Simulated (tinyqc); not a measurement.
Inside a calculation (part 2 of 2). Method: UKS/PBE in the sto-3g basis, for BH, spin multiplicity 3. Computed by tinyqc, a small Python program that keeps every step (integrals from PySCF). Command: `OMP_NUM_THREADS=1 python tinyqc.py 24564 24565 out.jsonl` (the two numbers bound the seeds that draw the settings). One thread of a shared host (Intel(R) Xeon(R) Processor @ 2.60GHz), about 9 s of CPU time with the checks.

Geometry (angstrom):

| atom | x | y | z |
|---|---|---|---|
| B | 0.000000 | 0.000000 | 0.000000 |
| H | 0.000000 | 0.000000 | 2.020000 |

## Iteration 2: DIIS over 2 matrices

error matrix X^T (FDS - SDF) X (alpha):
```
           1          2         3         4          5          6
1   0.000000  -0.024999  0.000000  0.000000   0.009445   0.016534
2   0.024999   0.000000  0.000000  0.000000  -0.031316  -0.065766
3   0.000000   0.000000  0.000000  0.000000   0.000000   0.000000
4   0.000000   0.000000  0.000000  0.000000   0.000000   0.000000
5  -0.009445   0.031316  0.000000  0.000000   0.000000  -0.048035
6  -0.016534   0.065766  0.000000  0.000000   0.048035   0.000000
```

B (overlaps of the stored error matrices):
```
                1               2
1   2.9810281e-01  -4.3125965e-02
2  -4.3125965e-02   2.5357579e-02
```

Minimise |sum c_i e_i|^2 with sum c_i = 1: solve [B -1; -1 0][c; lambda] = [0; -1] with B_ij = tr e_i^T e_j summed over both spins, and take F = sum c_i F_i.

DIIS coefficients: 0.167150  0.832850

extrapolated F(alpha) (hartree):
```
            1B 1s      1B 2s     1B 2px     1B 2py     1B 2pz      2H 1s
1B 1s   -6.275125  -1.901788   0.000000   0.000000   0.012515  -0.074505
1B 2s   -1.901788  -0.822270   0.000000   0.000000   0.048887  -0.100000
1B 2px   0.000000   0.000000  -0.043091   0.000000   0.000000   0.000000
1B 2py   0.000000   0.000000   0.000000  -0.043091   0.000000   0.000000
1B 2pz   0.012515   0.048887   0.000000   0.000000  -0.002143  -0.082140
2H 1s   -0.074505  -0.100000   0.000000   0.000000  -0.082140  -0.030972
```

extrapolated F(beta) (hartree):
```
            1B 1s      1B 2s    1B 2px    1B 2py     1B 2pz      2H 1s
1B 1s   -6.247664  -1.881071  0.000000  0.000000   0.011622  -0.073805
1B 2s   -1.881071  -0.693202  0.000000  0.000000   0.045832  -0.093938
1B 2px   0.000000   0.000000  0.121504  0.000000   0.000000   0.000000
1B 2py   0.000000   0.000000  0.000000  0.121504   0.000000   0.000000
1B 2pz   0.011622   0.045832  0.000000  0.000000   0.055964  -0.079609
2H 1s   -0.073805  -0.093938  0.000000  0.000000  -0.079609  -0.035880
```

## Iteration 2: diagonalisation and new density

X:
```
            1B 1s      1B 2s    1B 2px    1B 2py     1B 2pz      2H 1s
1B 1s    1.029045  -0.142886  0.000000  0.000000  -0.002153   0.012061
1B 2s   -0.142886   1.039360  0.000000  0.000000   0.013171  -0.085167
1B 2px   0.000000   0.000000  1.000000  0.000000   0.000000   0.000000
1B 2py   0.000000   0.000000  0.000000  1.000000   0.000000   0.000000
1B 2pz  -0.002153   0.013171  0.000000  0.000000   1.016326  -0.106228
2H 1s    0.012061  -0.085167  0.000000  0.000000  -0.106228   1.026423
```

D(alpha) after iteration 1:
```
            1B 1s     1B 2s    1B 2px    1B 2py     1B 2pz      2H 1s
1B 1s    0.979955  0.029914  0.000000  0.000000  -0.032738  -0.052330
1B 2s    0.029914  0.035945  0.000000  0.000000   0.088210   0.137232
1B 2px   0.000000  0.000000  1.000000  0.000000   0.000000   0.000000
1B 2py   0.000000  0.000000  0.000000  1.000000   0.000000   0.000000
1B 2pz  -0.032738  0.088210  0.000000  0.000000   0.228268   0.355279
2H 1s   -0.052330  0.137232  0.000000  0.000000   0.355279   0.552962
```

D(beta) after iteration 1:
```
            1B 1s     1B 2s    1B 2px    1B 2py     1B 2pz      2H 1s
1B 1s    0.980491  0.030730  0.000000  0.000000  -0.026392  -0.046292
1B 2s    0.030730  0.024836  0.000000  0.000000   0.068467   0.117876
1B 2px   0.000000  0.000000  0.000000  0.000000   0.000000   0.000000
1B 2py   0.000000  0.000000  0.000000  0.000000   0.000000   0.000000
1B 2pz  -0.026392  0.068467  0.000000  0.000000   0.201844   0.347603
2H 1s   -0.046292  0.117876  0.000000  0.000000   0.347603   0.598621
```

overlap S:
```
           1B 1s     1B 2s    1B 2px    1B 2py    1B 2pz     2H 1s
1B 1s   1.000000  0.269328  0.000000  0.000000  0.000000  0.010293
1B 2s   0.269328  1.000000  0.000000  0.000000  0.000000  0.157656
1B 2px  0.000000  0.000000  1.000000  0.000000  0.000000  0.000000
1B 2py  0.000000  0.000000  0.000000  1.000000  0.000000  0.000000
1B 2pz  0.000000  0.000000  0.000000  0.000000  1.000000  0.203449
2H 1s   0.010293  0.157656  0.000000  0.000000  0.203449  1.000000
```

A level shift of 0.5 hartree raises the virtual space: F + shift (S - S D(s) S), with D(s) the density of one spin. Diagonalise F' = X^T F X, C = X C', fill 4 alpha and 2 beta electrons from the bottom; D(s) = C_occ C_occ^T. Each column has its largest component positive (the first on a tie).

F' = X^T F X (alpha) (hartree):
```
           1          2          3          4          5          6
1  -6.089261  -1.106060   0.000000   0.000000   0.012514   0.033703
2  -1.106060   0.023427   0.000000   0.000000  -0.002044  -0.156636
3   0.000000   0.000000  -0.043091   0.000000   0.000000   0.000000
4   0.000000   0.000000   0.000000  -0.043091   0.000000   0.000000
5   0.012514  -0.002044   0.000000   0.000000   0.364944  -0.309312
6   0.033703  -0.156636   0.000000   0.000000  -0.309312   0.177904
```

orbital energies (alpha) (hartree): MO1 -6.283270, MO2 -0.106725, MO3 -0.043091, MO4 -0.043091, MO5 0.249778, MO6 0.617230

coefficients C (alpha):
```
              MO1        MO2        MO3       MO4        MO5        MO6
1B 1s    0.988891  -0.113242   0.000000  0.000000  -0.285765  -0.084323
1B 2s    0.038840   0.346629   0.000000  0.000000   0.942720   0.312621
1B 2px   0.000000   0.000000  -0.007061  0.999975   0.000000   0.000000
1B 2py   0.000000   0.000000   0.999975  0.007061   0.000000   0.000000
1B 2pz  -0.001615   0.439783   0.000000  0.000000  -0.398834   0.831805
2H 1s   -0.003700   0.702736   0.000000  0.000000  -0.205347  -0.732263
```

F' = X^T F X (beta) (hartree):
```
           1          2         3         4          5          6
1  -6.063912  -1.106415  0.000000  0.000000   0.009975   0.031795
2  -1.106415   0.162632  0.000000  0.000000   0.006634  -0.151739
3   0.000000   0.000000  0.621504  0.000000   0.000000   0.000000
4   0.000000   0.000000  0.000000  0.621504   0.000000   0.000000
5   0.009975   0.006634  0.000000  0.000000   0.437813  -0.308459
6   0.031795  -0.151739  0.000000  0.000000  -0.308459   0.152849
```

orbital energies (beta) (hartree): MO1 -6.254694, MO2 -0.082873, MO3 0.364974, MO4 0.621504, MO5 0.621504, MO6 0.661975

coefficients C (beta):
```
              MO1        MO2        MO3       MO4        MO5        MO6
1B 1s    0.989803  -0.080304  -0.288659  0.000000   0.000000  -0.100085
1B 2s    0.035820   0.237800   0.957653  0.000000   0.000000   0.364943
1B 2px   0.000000   0.000000   0.000000  0.976445  -0.215766   0.000000
1B 2py   0.000000   0.000000   0.000000  0.215766   0.976445   0.000000
1B 2pz  -0.001492   0.410255  -0.388317  0.000000   0.000000   0.851634
2H 1s   -0.003377   0.770606  -0.118529  0.000000   0.000000  -0.681420
```

D(alpha) after iteration 2:
```
            1B 1s      1B 2s    1B 2px    1B 2py     1B 2pz      2H 1s
1B 1s    0.990728  -0.000845  0.000000  0.000000  -0.051399  -0.083238
1B 2s   -0.000845   0.121660  0.000000  0.000000   0.152379   0.243445
1B 2px   0.000000   0.000000  1.000000  0.000000   0.000000   0.000000
1B 2py   0.000000   0.000000  0.000000  1.000000   0.000000   0.000000
1B 2pz  -0.051399   0.152379  0.000000  0.000000   0.193412   0.309057
2H 1s   -0.083238   0.243445  0.000000  0.000000   0.309057   0.493851
```

D(beta) after iteration 2:
```
            1B 1s     1B 2s    1B 2px    1B 2py     1B 2pz      2H 1s
1B 1s    0.986159  0.016358  0.000000  0.000000  -0.034421  -0.065225
1B 2s    0.016358  0.057832  0.000000  0.000000   0.097505   0.183129
1B 2px   0.000000  0.000000  0.000000  0.000000   0.000000   0.000000
1B 2py   0.000000  0.000000  0.000000  0.000000   0.000000   0.000000
1B 2pz  -0.034421  0.097505  0.000000  0.000000   0.168311   0.316150
2H 1s   -0.065225  0.183129  0.000000  0.000000   0.316150   0.593845
```

Within a degenerate level the vectors are fixed only up to a rotation; this is one choice.

## Iteration 34 (converged): orbitals

converged F(alpha) (hartree):
```
            1B 1s      1B 2s    1B 2px    1B 2py     1B 2pz      2H 1s
1B 1s   -6.161026  -1.877949  0.000000  0.000000   0.003211  -0.073804
1B 2s   -1.877949  -0.788494  0.000000  0.000000   0.007833  -0.103961
1B 2px   0.000000   0.000000  0.000777  0.000000   0.000000   0.000000
1B 2py   0.000000   0.000000  0.000000  0.000777   0.000000   0.000000
1B 2pz   0.003211   0.007833  0.000000  0.000000   0.012710  -0.089368
2H 1s   -0.073804  -0.103961  0.000000  0.000000  -0.089368  -0.031176
```

converged F(beta) (hartree):
```
            1B 1s      1B 2s    1B 2px    1B 2py     1B 2pz      2H 1s
1B 1s   -6.115766  -1.853859  0.000000  0.000000   0.001247  -0.072943
1B 2s   -1.853859  -0.605377  0.000000  0.000000  -0.022896  -0.104704
1B 2px   0.000000   0.000000  0.206508  0.000000   0.000000   0.000000
1B 2py   0.000000   0.000000  0.000000  0.206508   0.000000   0.000000
1B 2pz   0.001247  -0.022896  0.000000  0.000000   0.151195  -0.101064
2H 1s   -0.072943  -0.104704  0.000000  0.000000  -0.101064  -0.227010
```

Diagonalise F' = X^T F X, C = X C', fill 4 alpha and 2 beta electrons from the bottom; D(s) = C_occ C_occ^T. Each column has its largest component positive (the first on a tie).

F' = X^T F X (alpha) (hartree):
```
           1          2         3         4          5          6
1  -5.989447  -1.019862  0.000000  0.000000  -0.003306   0.018845
2  -1.019862  -0.402996  0.000000  0.000000   0.021066  -0.066875
3   0.000000   0.000000  0.000777  0.000000   0.000000   0.000000
4   0.000000   0.000000  0.000000  0.000777   0.000000   0.000000
5  -0.003306   0.021066  0.000000  0.000000   0.032467  -0.094544
6   0.018845  -0.066875  0.000000  0.000000  -0.094544   0.000511
```

orbital energies (alpha) (hartree): MO1 -6.169817, MO2 -0.242437, MO3 -0.070549, MO4 0.000777, MO5 0.000777, MO6 0.123338

coefficients C (alpha):
```
              MO1        MO2        MO3       MO4        MO5        MO6
1B 1s    0.988428  -0.303192   0.078217  0.000000   0.000000  -0.066843
1B 2s    0.040380   0.981943  -0.281146  0.000000   0.000000   0.251453
1B 2px   0.000000   0.000000   0.000000  0.002675   0.999996   0.000000
1B 2py   0.000000   0.000000   0.000000  0.999996  -0.002675   0.000000
1B 2pz   0.000208   0.005734   0.618249  0.000000   0.000000   0.813706
2H 1s   -0.004096   0.204303   0.660179  0.000000   0.000000  -0.771126
```

F' = X^T F X (beta) (hartree):
```
           1          2         3         4          5          6
1  -5.944878  -1.027258  0.000000  0.000000  -0.001312   0.017893
2  -1.027258  -0.213462  0.000000  0.000000  -0.007485  -0.063434
3   0.000000   0.000000  0.206508  0.000000   0.000000   0.000000
4   0.000000   0.000000  0.000000  0.206508   0.000000   0.000000
5  -0.001312  -0.007485  0.000000  0.000000   0.175046  -0.098015
6   0.017893  -0.063434  0.000000  0.000000  -0.098015  -0.200810
```

orbital energies (beta) (hartree): MO1 -6.123442, MO2 -0.245173, MO3 -0.014897, MO4 0.199408, MO5 0.206508, MO6 0.206508

coefficients C (beta):
```
              MO1        MO2        MO3        MO4        MO5       MO6
1B 1s    0.989363  -0.082502  -0.305834  -0.017912   0.000000  0.000000
1B 2s    0.037304   0.235383   1.022666   0.073970   0.000000  0.000000
1B 2px   0.000000   0.000000   0.000000   0.000000   0.778508  0.627635
1B 2py   0.000000   0.000000   0.000000   0.000000  -0.627635  0.778508
1B 2pz   0.000653   0.130616  -0.067614   1.011310   0.000000  0.000000
2H 1s   -0.003908   0.904190  -0.357286  -0.356370   0.000000  0.000000
```

D(alpha) after iteration 34:
```
            1B 1s      1B 2s    1B 2px    1B 2py     1B 2pz      2H 1s
1B 1s    1.075033  -0.279795  0.000000  0.000000   0.046824  -0.014355
1B 2s   -0.279795   1.044885  0.000000  0.000000  -0.168179   0.014842
1B 2px   0.000000   0.000000  0.000007  0.002675   0.000000   0.000000
1B 2py   0.000000   0.000000  0.002675  0.999993   0.000000   0.000000
1B 2pz   0.046824  -0.168179  0.000000  0.000000   0.382264   0.409326
2H 1s   -0.014355   0.014842  0.000000  0.000000   0.409326   0.477593
```

D(beta) after iteration 34:
```
            1B 1s     1B 2s    1B 2px    1B 2py     1B 2pz      2H 1s
1B 1s    0.985645  0.017488  0.000000  0.000000  -0.010130  -0.078464
1B 2s    0.017488  0.056797  0.000000  0.000000   0.030769   0.212685
1B 2px   0.000000  0.000000  0.000000  0.000000   0.000000   0.000000
1B 2py   0.000000  0.000000  0.000000  0.000000   0.000000   0.000000
1B 2pz  -0.010130  0.030769  0.000000  0.000000   0.017061   0.118099
2H 1s   -0.078464  0.212685  0.000000  0.000000   0.118099   0.817575
```

Within a degenerate level the vectors are fixed only up to a rotation; this is one choice.

## Convergence

Stop when the energy changes by less than 1e-08 hartree and every element of the error matrix X^T (F D S - S D F) X (for each spin) is below 3e-05.

Course of the cycle:

| iteration | E (hartree) | change | largest element of the error matrix |
|---|---|---|---|
| 1 | -24.00867398 | - | 2.69e-01 |
| 2 | -24.40611220 | -3.97e-01 | 6.58e-02 |
| 3 | -24.44045025 | -3.43e-02 | 8.32e-02 |
| 4 | -24.48829683 | -4.78e-02 | 7.94e-02 |
| 5 | -24.53331704 | -4.50e-02 | 5.97e-02 |
| 6 | -24.55815540 | -2.48e-02 | 5.13e-02 |
| 7 | -24.55679466 | 1.36e-03 | 8.62e-02 |
| 8 | -24.54713787 | 9.66e-03 | 1.16e-01 |
| 9 | -24.52253778 | 2.46e-02 | 1.48e-01 |
| 10 | -24.53340343 | -1.09e-02 | 1.41e-01 |
| 11 | -24.54813885 | -1.47e-02 | 1.23e-01 |
| 12 | -24.56500217 | -1.69e-02 | 9.91e-02 |
| 13 | -24.57902626 | -1.40e-02 | 6.92e-02 |
| 14 | -24.58655758 | -7.53e-03 | 4.72e-02 |
| ... | ... | ... | ... |
| 21 | -24.59453200 | -5.40e-05 | 3.22e-03 |
| 22 | -24.59455636 | -2.44e-05 | 2.25e-03 |
| 23 | -24.59456873 | -1.24e-05 | 1.53e-03 |
| 24 | -24.59457466 | -5.93e-06 | 1.04e-03 |
| 25 | -24.59457751 | -2.85e-06 | 7.13e-04 |
| 26 | -24.59457891 | -1.40e-06 | 4.81e-04 |
| 27 | -24.59457959 | -6.74e-07 | 3.24e-04 |
| 28 | -24.59457991 | -3.28e-07 | 2.18e-04 |
| 29 | -24.59458007 | -1.61e-07 | 1.47e-04 |
| 30 | -24.59458015 | -8.01e-08 | 9.82e-05 |
| 31 | -24.59458019 | -3.97e-08 | 6.56e-05 |
| 32 | -24.59458021 | -2.00e-08 | 4.70e-05 |
| 33 | -24.59458022 | -1.01e-08 | 3.51e-05 |
| 34 | -24.59458023 | -5.16e-09 | 2.62e-05 |

PySCF UKS in the same basis, fine grid, after a stability check = -24.71972379 hartree

Converged in 34 iterations. The coarse grid moves the energy by +1.25e-01 hartree.

## Populations, bond orders and dipole

Mulliken: Z minus the diagonal of D S on the atom; Loewdin: the same with S^(1/2) D S^(1/2); Mayer order: 2 sum_s sum (D(s) S)_ij (D(s) S)_ji over the two atoms.

Charges (e):

| atom | Mulliken | Loewdin | Mulliken spin |
|---|---|---|---|
| 1B | 0.437388 | 0.425676 | 2.311264 |
| 2H | -0.437388 | -0.425676 | -0.311264 |

Mayer bond orders:

| pair | order |
|---|---|
| 2-1 | 0.711806 |

dipole moment about the origin, x y z (debye): 0.000000  0.000000  -4.003162

<S^2> of the determinant (pure state: 2) = 2.159702
